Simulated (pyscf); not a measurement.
H₂S (SMILES S) + F–W(F)(F)(F)(F)–SH (SMILES [F][W]([F])([F])([F])([F])[SH]) -> F–W(F)(F)(F)(F)–SH (SMILES [F][W]([F])([F])([F])([F])[SH]) + H₂S (SMILES S) (four-centre exchange; singlet surface; H–S, S–W broken, S–W, H–S formed). Structures and frequencies: ωB97X-D3(BJ)/def2-SVP in PySCF. Energies in eV from the separated reactants.

| level | barrier | reaction energy |
|---|---|---|
| ωB97X-D3(BJ)/def2-TZVP | (withheld) | 0.00 |
| PBE/def2-TZVP | 0.60 | 0.00 |
| r²SCAN/def2-TZVP | 0.56 | 0.00 |
| B3LYP-D3(BJ)/def2-TZVP | 0.74 | 0.00 |
| M06-2X/def2-TZVP | 0.75 | 0.00 |
| ωB97M-D3(BJ)/def2-TZVP | (withheld) | 0.00 |

Question: Complete the blanks.

Answer: 
- ωB97X-D3(BJ)/def2-TZVP, barrier: 0.69
- ωB97M-D3(BJ)/def2-TZVP, barrier: 0.84

The functionals in the table span 0.28 eV in this barrier, from r²SCAN to ωB97M-D3(BJ)/def2-TZVP. On the reactant side the descent ends in an adduct with a S–W contact, 0.02 eV over the separated species and 0.68 eV under the saddle at ωB97X-D3(BJ)/def2-TZVP. On the product side the descent ends in an adduct with a S–W contact, 0.05 eV over the separated species and 0.64 eV under the saddle at ωB97X-D3(BJ)/def2-TZVP. What is counted as formed (S–W) is already present as a longer contact in the reactant adduct; forming that adduct is a step of its own. What is counted as broken (S–W) persists as a longer contact in the product adduct; parting that adduct is a step of its own. One saddle was located; it need not be the lowest between these sides. Elements past Kr carry the def2 core potentials, without spin-orbit coupling.
